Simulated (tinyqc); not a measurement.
Inside a calculation. Method: CIS on RHF in the sto-6g basis, frozen core, for H2F+, spin multiplicity 1. One step of it, computed by the program tinyqc.

Problem. CIS matrix, triplets. A(ia,jb) = (e_a - e_i) d_ij d_ab - (ij|ab).

orbital energies (hartree): MO1 -26.867823, MO2 -1.953959, MO3 -1.060964, MO4 -0.982820, MO5 -0.973467, MO6 -0.129610, MO7 0.019014

Two-electron integrals over orbitals (pq|rs), unique and non-zero (hartree); the lowest 1 orbital is frozen and left out:
```
(22|22) 0.866504    (32|22) -0.000368   (32|32) 0.149753    (33|22) 0.740728
(33|32) -0.002412   (33|33) 0.703174    (42|22) -0.012250   (42|32) 0.001429
(42|33) -0.007989   (42|42) 0.164370    (43|22) 0.005673    (43|32) 0.008640
(43|33) 0.006201    (43|42) -0.005880   (43|43) 0.048085    (44|22) 0.817828
(44|32) -0.007815   (44|33) 0.690875    (44|42) -0.077118   (44|43) 0.005720
(44|44) 0.860603    (52|52) 0.185934    (53|52) -0.003723   (53|53) 0.037005
(54|52) -0.027549   (54|53) 0.001161    (54|54) 0.050706    (55|22) 0.889516
(55|32) -0.005963   (55|33) 0.729011    (55|42) -0.048371   (55|43) 0.006724
(55|44) 0.823466    (55|55) 0.998085    (62|22) -0.126869   (62|32) 0.008743
(62|33) -0.077657   (62|42) -0.049343   (62|43) -0.001869   (62|44) -0.088920
(62|55) -0.130265   (62|62) 0.063819    (63|22) 0.025896    (63|32) 0.023106
(63|33) 0.023210    (63|42) -0.006093   (63|43) 0.019995    (63|44) 0.018194
(63|55) 0.026663    (63|62) -0.008157   (63|63) 0.072736    (64|22) -0.162781
(64|32) -0.005436   (64|33) -0.093790   (64|42) 0.009669    (64|43) -0.005140
(64|44) -0.164035   (64|55) -0.165910   (64|62) 0.055686    (64|63) -0.020371
(64|64) 0.086841    (65|52) -0.044738   (65|53) 0.003349    (65|54) -0.011917
(65|65) 0.021079    (66|22) 0.526803    (66|32) -0.019139   (66|33) 0.517696
(66|42) 0.059290    (66|43) -0.016116   (66|44) 0.510396    (66|55) 0.508522
(66|62) -0.040085   (66|63) -0.025285   (66|64) -0.015021   (66|66) 0.532691
(72|22) -0.023655   (72|32) -0.073961   (72|33) -0.009922   (72|42) -0.001340
(72|43) 0.016849    (72|44) -0.018958   (72|55) -0.023556   (72|62) 0.002824
(72|63) 0.019969    (72|64) 0.009605    (72|66) -0.007236   (72|72) 0.059146
(73|22) -0.228728   (73|32) 0.012525    (73|33) -0.167842   (73|42) 0.049336
(73|43) 0.000216    (73|44) -0.204194   (73|55) -0.242193   (73|62) 0.061459
(73|63) -0.004775   (73|64) 0.094384    (73|66) -0.015504   (73|72) 0.013517
(73|73) 0.167259    (74|22) -0.006076   (74|32) 0.045913    (74|33) -0.002175
(74|42) -0.005404   (74|43) -0.005204   (74|44) -0.007976   (74|55) -0.006518
(74|62) 0.006093    (74|63) 0.044487    (74|64) -0.003475   (74|66) -0.019532
(74|72) -0.009516   (74|73) 0.012158    (74|74) 0.045550    (75|52) -0.007978
(75|53) -0.025440   (75|54) 0.000150    (75|65) 0.000821    (75|75) 0.019928
(76|22) 0.000617    (76|32) 0.080281    (76|33) 0.002312    (76|42) 0.003344
(76|43) 0.051307    (76|44) -0.008013   (76|55) -0.002046   (76|62) -0.001078
(76|63) 0.087394    (76|64) -0.015089   (76|66) -0.044928   (76|72) 0.001173
(76|73) 0.021250    (76|74) 0.057542    (76|76) 0.156804    (77|22) 0.587412
(77|32) 0.025196    (77|33) 0.585366    (77|42) 0.006017    (77|43) 0.013909
(77|44) 0.562339    (77|55) 0.575290    (77|62) -0.037977   (77|63) 0.033404
(77|64) -0.036043   (77|66) 0.501559    (77|72) -0.007442   (77|73) -0.061545
(77|74) 0.017186    (77|76) 0.042554    (77|77) 0.563233
```

Give: CIS matrix A, triplet.

Solution.

CIS matrix A, triplet (hartree), order 2>6, 2>7, 3>6, 3>7, 4>6, 4>7, 5>6, 5>7:
$$\begin{pmatrix}
1.2975 & -0.0006 & 0.0191 & -0.0803 & -0.0593 & -0.0033 & 0.0000 & 0.0000 \\
-0.0006 & 1.3856 & -0.0803 & -0.0252 & -0.0033 & -0.0060 & 0.0000 & 0.0000 \\
0.0191 & -0.0803 & 0.4137 & -0.0023 & 0.0161 & -0.0513 & 0.0000 & 0.0000 \\
-0.0803 & -0.0252 & -0.0023 & 0.4946 & -0.0513 & -0.0139 & 0.0000 & 0.0000 \\
-0.0593 & -0.0033 & 0.0161 & -0.0513 & 0.3428 & 0.0080 & 0.0000 & 0.0000 \\
-0.0033 & -0.0060 & -0.0513 & -0.0139 & 0.0080 & 0.4395 & 0.0000 & 0.0000 \\
0.0000 & 0.0000 & 0.0000 & 0.0000 & 0.0000 & 0.0000 & 0.3353 & 0.0020 \\
0.0000 & 0.0000 & 0.0000 & 0.0000 & 0.0000 & 0.0000 & 0.0020 & 0.4172
\end{pmatrix}$$
